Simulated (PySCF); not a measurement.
Identify the unknown among the candidates.

| technique | computed result |
| --- | --- |
| 1H NMR | chemical shifts (computed TMS as zero) by class: 1.53 (9 H) ppm [GIAO PBE0/pcSseg-1] |
| 13C NMR | chemical shifts (computed TMS as zero) by class: 70.0 (1 C), 35.9 (3 C) ppm [GIAO PBE0/pcSseg-1] |
| Rotational structure | rotational constants A, B, C: 4.544, 3.022, 3.021 GHz [PBE0-D3(BJ)/def2-SVP] |
| NMR, other nuclei | isotropic shieldings of nuclei other than C and H, by class: 668 (1 Cl) ppm [GIAO PBE0/pcSseg-1] |
| Dipole | 2.32 D [PBE0/pcSseg-1] |

Gas-phase values; electronic properties from PySCF, density fitting. Levels stand in brackets. Isolated species at its PBE0-D3(BJ)/def2-SVP geometry, gas phase. Each NMR value is the plain mean over a class of atoms that symmetry, rotation or inversion makes alike.

Task: Which candidate is it?
A. `C=CCCC`
B. `CC(C)(C)Cl`
C. `CCCCCl`
D. `CCCCl`

Result: B. It is `CC(C)(C)Cl`. Numbering: `[CH3:1][C:2]([CH3:3])([CH3:4])[Cl:5]`. Its formula, C4H9Cl, gives 0 degrees of unsaturation, so no ring and no π bond. 4 carbons fall into 2 classes; from least to most shielded: sp3 C–Cl carbon [C2] (70.0 ppm), methyl carbon [C1/C3/C4] (35.9 ppm, 3 C). All hydrogens form one class (1.53 ppm): methyl hydrogen. The other shieldings belong to: 668 ppm, alkyl chlorine [Cl5]. The optimised geometry has point group C3v and is a prolate symmetric top (the spread among constants that symmetry makes equal is optimisation noise).

The others, at the same levels:
- `CCCCCl` fails: it has 4 carbon classes against 2; its computed 13C shifts are 49.5 (1 C), 39.4 (1 C), 24.0 (1 C), 16.1 (1 C) ppm and 1H shifts are 3.20 (2 H), 1.45 (2 H), 1.06 (2 H), 1.04 (3 H) ppm.
- `CCCCl` fails: it has 7 hydrogens where the 1H data count 9; its computed 13C shifts are 52.5 (1 C), 28.4 (1 C), 12.7 (1 C) ppm and 1H shifts are 3.40 (2 H), 1.51 (2 H), 1.08 (3 H) ppm.
- `C=CCCC` fails: it has 10 hydrogens where the 1H data count 9; its computed 13C shifts are 148.9 (1 C), 121.9 (1 C), 41.6 (1 C), 27.1 (1 C), 16.6 (1 C) ppm, 1H shifts are 6.03 (1 H), 5.34 (1 H), 5.21 (1 H), 1.88 (2 H), 1.22 (2 H), 1.01 (3 H) ppm and dipole moment is 0.41 D (against 2.32 D).

Each candidate is one conformer, not necessarily the lowest. Dipoles, sizes and rotational constants follow the conformer. The torsions of the flexible species, by atom-mapped SMILES:
- `[CH3:1][CH2:2][CH2:3][CH2:4][Cl:5]`: C1–C2–C3–C4 180°, C2–C3–C4–Cl5 180°
- `[CH3:1][CH2:2][CH2:3][Cl:4]`: C1–C2–C3–Cl4 -63°
- `[CH2:1]=[CH:2][CH2:3][CH2:4][CH3:5]`: C1–C2–C3–C4 119°, C2–C3–C4–C5 179°
